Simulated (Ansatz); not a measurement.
Zinc-blende BeTe was calculated with BLYP (PAW; Ansatz, a quantum-chemistry and plane-wave program).

Run with plane-wave cutoff 520 eV, 10×10×10 k mesh, Fermi–Dirac smearing 0.01 eV, scalar-relativistic PAW data made under PBE.

Properties against volume:

```
V (Å³/atom)  P (GPa)  direct gap at Γ (eV)  smallest gap on the k mesh (eV)
-----------  -------  --------------------  -------------------------------
22.350          3.54                 3.743                            2.254
22.826          2.23                 3.756                            2.298
23.301          1.05                 3.642                            2.339
23.777         -0.02                 3.497                            2.378
24.252         -0.99                 3.356                            2.415
24.728         -1.86                 3.222                            2.449
25.203         -2.65                 3.092                            2.481
```

The fundamental gap (2.38 eV at the equilibrium volume, with added k points) lies elsewhere than Γ–Γ.

Spin–orbit coupling is not included; with these elements it can move the gap by several tenths of an eV or more.
